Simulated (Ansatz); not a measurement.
**CF, quartet: stretch scan**

Starting geometry (PBE0/def2-TZVP stationary point for this spin):

```xyz
2

C     0.0000    0.0000    0.0000
F     0.0000    0.0000    1.3159
```

From there F2 moves along the line of the two atoms named below, all else staying in place; atoms are numbered as listed. Energies are in kcal/mol, counted from the starting geometry at the same level.

Basis 6-31G; Ansatz 0.2.0. Only valence electrons are correlated (noble-gas cores frozen). R marks a restricted (for open shells ROHF) determinant, U an unrestricted one.

Coupled cluster chose its determinant by a search with trial CCSD, here up to 0.04 eV above the lowest Hartree–Fock solution of its kind. For open shells CISD and CISDTQ are restricted-active-space CI with the open shells as a complete middle space. A value is left out where its run failed or describes another state than the reference as far as symmetry and spin tell, or, spin-broken singlets apart, can't be checked. The reference follows the lowest state, whose symmetry changes from Σ⁻ or Δ to Π between 2.133 and 2.464.

Full CI is exact within this basis and frozen core; it isn't the basis-set limit. The frozen core follows each run's orbitals, which can shift R against U totals by a few meV.

| distance C1-F2 (Å) | full CI | unpaired electrons (full CI) | error UHF | error CISD | error BCCD(T) | error CISDTQ | error RCCSDT(Q) | error UCCSDTQ |
| --- | --- | --- | --- | --- | --- | --- | --- | --- |
| 1.079 | 81.4 | 3.01 | -8.7 | -1.2 | -0.2 | 0.0 | 0.0 | 0.0 |
| 1.181 | 27.8 | 3.01 | -5.0 | -0.7 | -0.1 | 0.0 | 0.0 | 0.0 |
| 1.316 | 0.0 | 3.01 | 0.0 | 0.0 | 0.0 | 0.0 | 0.0 | 0.0 |
| 1.446 | -3.4 | 3.02 | 4.9 | 0.8 | 0.2 | 0.0 | 0.0 | 0.0 |
| 1.625 | 6.9 | 3.04 | 9.0 | 2.1 | 0.5 | 0.1 | 0.0 | 0.0 |
| 1.859 | 23.3 | 3.07 | -4.7 | 5.5 | 0.5 | 0.2 | 0.0 | 0.0 |
| 2.133 | 31.6 | 3.05 | – | – | 0.0 | 0.6 | 0.0 | 0.0 |
| 2.464 | 31.1 | 3.03 | -21.1 | -1.6 | -0.1 | 0.0 | 0.0 | 0.0 |
| 2.824 | 30.5 | 3.04 | -21.5 | -1.6 | -0.2 | 0.0 | 0.0 | 0.0 |
| 3.500 | 31.2 | 3.13 | -21.9 | -1.7 | -0.2 | 0.0 | 0.0 | 0.0 |
| 4.396 | 31.6 | 3.35 | -22.0 | -1.7 | -0.2 | 0.0 | 0.0 | 0.0* |

An asterisk marks runs whose energy the program itself flagged as in doubt.

Unpaired electrons are Σ n²(2−n)² over natural occupations. Errors are those of relative energies. In total energy the starting point itself misses full CI by: UHF 99.3, CISD 5.5, BCCD(T) 0.4, CISDTQ 0.1, RCCSDT(Q) 0.0, UCCSDTQ 0.0 kcal/mol.

Spread of the error over the points with a reference, to 4.396 Å (largest less smallest): UCCSDTQ 0.0, RCCSDT(Q) 0.1, CISDTQ 0.7, BCCD(T) 0.8, CISD 7.2 (10 of 11 points), UHF 31.0 (10 of 11 points) kcal/mol.

Going outwards, the relative energy of UHF first misses by more than 1.0 kcal/mol at 1.446 Å.
